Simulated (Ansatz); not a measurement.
## Worked example: Ge–PH2, quartet against Ge–PH2, doublet

Geometry (PBE0/def2-TZVP stationary point of a doublet), kept for both states (Ge–PH2, doublet: B2; Ge–PH2, quartet: B2):

```xyz
4

Ge    0.0000    0.0000    0.7020
P     0.0000    0.0000   -1.4925
H     0.0000    1.1073   -2.3623
H     0.0000   -1.1073   -2.3623
```

Basis cc-pVTZ; Ansatz 0.2.0. Only valence electrons are correlated (noble-gas cores and the filled d shells of p-block atoms frozen). Prefix R: restricted or restricted open-shell reference; prefix U: unrestricted. No spin–orbit coupling is included, and no scalar relativity.

Full CI isn't at hand for all of this; UCCSDT(Q) serves as the reference, and is uncertain by about the last step of the cluster series.

```csv
level,"E(Ge–PH2, doublet) (hartree)","E(Ge–PH2, quartet) (hartree)"
UHF,-2417.284506,-2417.219380
UMP2,-2417.517529,-2417.423174
UCCSD(T),-2417.564851,-2417.470710
PBE,-2419.088411,-2418.994506
B3LYP,-2419.631007,-2419.535923
UCCSDT(Q),-2417.567408,-2417.472830
```

Give the vertical gap, Ge–PH2 quartet less Ge–PH2 doublet, at each level in eV (1 hartree = 27.2114 eV), and each error against UCCSDT(Q).

UCCSDT(Q): (-2417.472830 − (-2417.567408)) × 27.2114 = 2.574 eV (the reference)
B3LYP: (-2419.535923 − (-2419.631007)) × 27.2114 = 2.587 eV, error 0.013 eV
PBE: (-2418.994506 − (-2419.088411)) × 27.2114 = 2.555 eV, error -0.019 eV
UCCSD(T): (-2417.470710 − (-2417.564851)) × 27.2114 = 2.562 eV, error -0.012 eV
UMP2: (-2417.423174 − (-2417.517529)) × 27.2114 = 2.568 eV, error -0.006 eV
UHF: (-2417.219380 − (-2417.284506)) × 27.2114 = 1.772 eV, error -0.802 eV

Total energies of functionals can't be set beside those of wave-function methods, since they hold the core's correlation and their own absolute errors; only the differences compare.

Each level lands on the state that its own search finds. T1 diagnostics of restricted CCSD: 0.025 and 0.021.
